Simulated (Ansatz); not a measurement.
## Lattice parameter a of some phosphides, arsenides and antimonides, all zinc-blende

Method: rVV10 (Ansatz, a quantum-chemistry and plane-wave program, plane waves, PAW). References are measured values corrected to a static lattice.

Values in Å.

```
solid             reference  rVV10  error (%)
----------------  ---------  -----  ---------
zinc-blende GaAs       5.64  5.779      +2.46
zinc-blende AlAs      5.649  5.751      +1.81
zinc-blende InAs      6.047  6.216      +2.79
zinc-blende GaP       5.439      ?          ?
zinc-blende InSb      6.468  6.655      +2.89
zinc-blende AlP       5.451  5.517      +1.21
zinc-blende BP        4.525  4.565      +0.88
zinc-blende InP       5.858  5.979      +2.07
```

### Question
Estimate the withheld rVV10 value.

### Answer
The errors of the other rows run from +0.88 % to +2.89 %, with a median of +2.07 %; carried to the reference 5.439 it gives 5.552 Å. The run gives 5.525 Å (+1.58 %), -0.49 % from the estimate; the row was drawn at random, and such an estimate is rough. Over these 8 solids the mean error is +1.96 %, the mean absolute error 1.96 % (median 1.94 %), and the worst case zinc-blende InSb at +2.89 %; the value is above the reference in 8 of 8 cases.

All these references are brought to a static lattice.

Spin–orbit coupling is left out, also for the solids with elements from indium on (zinc-blende InAs, zinc-blende InSb, zinc-blende InP); its size isn't shown.

Differences are worked out from the printed values.

Caveats: the gap of the solid is closed in this run (zinc-blende GaAs, zinc-blende InAs, zinc-blende InSb). Ansatz's density-functional and Hartree–Fock values are scalar-relativistic unless marked +SOC, with PAW data made under PBE.

Not in this set, of the phosphides, arsenides and antimonides with a reference value in our tables and a result at some level: 15 for a reference at room or unstated temperature. These can be a level's best or worst cases. At least 3 more with a reference value are held back for tests. Solids without a released value at any level aren't counted. Layered and molecular crystals are counted apart.

References as tabulated in Mejia-Rodriguez and Trickey (2018), arXiv:1807.09216.
